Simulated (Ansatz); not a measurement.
Born–Oppenheimer molecular dynamics of BF₂H₂ (5 atoms, charge 0, multiplicity 2). It starts at the highest image of a converged band, a first-order saddle point between two minima.

These are results of UKS B3LYP/def2-SVP (Ansatz 0.2.0), not measurements.

* ensemble: NVE (velocity Verlet)
* time step: 0.5 fs
* steps asked: 200
* starting velocities drawn for: 100 K
* seed: 11351

First frame:

```xyz
5
Properties=species:S:1:pos:R:3
B 0.000 -0.027 -0.049
H 0.000 -0.012 1.544
F 1.136 0.003 -0.704
F -1.136 0.003 -0.704
H 0.000 0.033 2.433
```

(1) What does the run give?

(2) What happens to the structure?

(3) How do temperature and energy run in time?

Answers

(1) The run went to its last step.

```yaml
steps_done: 200
time_covered: 100 fs
mean_temperature_over_the_second_half: 583 K
spread_of_the_potential_energy_over_the_second_half: 1.2 meV per atom
mean_potential_energy_of_the_second_half_above_the_start: -37.4 meV per atom
```

The conserved energy stayed within 0.03 meV per atom of its start (net change -0.012 meV per atom), so the integration is sound. The kinetic energy rose, since the run started high on the potential surface and went downhill. It ends in pieces (BF2 + H2), so much of that is their flight and rotation, not heat. A run of 0.1 ps of so small a system gives no equilibrium averages.

(2) Between its relaxed ends the band would form H2–H5 and break B1–H2. These pairs go: H2–H5 0.89 → 0.76 Å, B1–H2 1.59 → 4.86 Å. In the last frame they stand as after the step (other bonds may differ from the relaxed reactants and products). It ends as BF2 + H2. Pairs count as bonded within 1.25 times the sum of covalent radii (0.12 Å more for H–H). The details hang on the random start.

(3) 
| time (fs) | T (K) | potential energy less start (eV) | conserved less start (meV/atom) |
| --- | --- | --- | --- |
| 0 | 100 | 0.000 | 0.00 |
| 3 | 68 | 0.012 | 0.01 |
| 6 | 21 | 0.031 | 0.02 |
| 9 | 24 | 0.029 | 0.02 |
| 12 | 64 | 0.014 | 0.01 |
| 15 | 85 | 0.006 | 0.01 |
| 18 | 73 | 0.011 | 0.01 |
| 21 | 57 | 0.017 | 0.01 |
| 24 | 61 | 0.015 | 0.01 |
| 27 | 79 | 0.008 | 0.02 |
| 30 | 151 | -0.020 | 0.01 |
| 33 | 238 | -0.053 | 0.00 |
| 36 | 304 | -0.079 | 0.02 |
| 39 | 360 | -0.101 | 0.00 |
| 42 | 420 | -0.124 | 0.00 |
| 45 | 476 | -0.146 | 0.02 |
| 48 | 516 | -0.161 | 0.02 |
| 51 | 545 | -0.173 | -0.01 |
| 54 | 576 | -0.185 | -0.01 |
| 57 | 595 | -0.192 | 0.01 |
| 60 | 593 | -0.191 | 0.02 |
| 63 | 592 | -0.191 | 0.01 |
| 66 | 607 | -0.197 | -0.01 |
| 69 | 611 | -0.198 | -0.01 |
| 72 | 589 | -0.189 | 0.02 |
| 75 | 577 | -0.185 | 0.03 |
| 78 | 588 | -0.189 | 0.00 |
| 81 | 594 | -0.192 | -0.02 |
| 84 | 576 | -0.184 | 0.00 |
| 87 | 563 | -0.180 | 0.03 |
| 90 | 575 | -0.184 | 0.02 |
| 93 | 583 | -0.187 | 0.00 |
| 96 | 573 | -0.184 | -0.01 |
| 99 | 569 | -0.182 | 0.01 |

The run took 4.8 min on 1 thread of Arm Neoverse V1, on a shared host, peak memory 0.11 GiB.
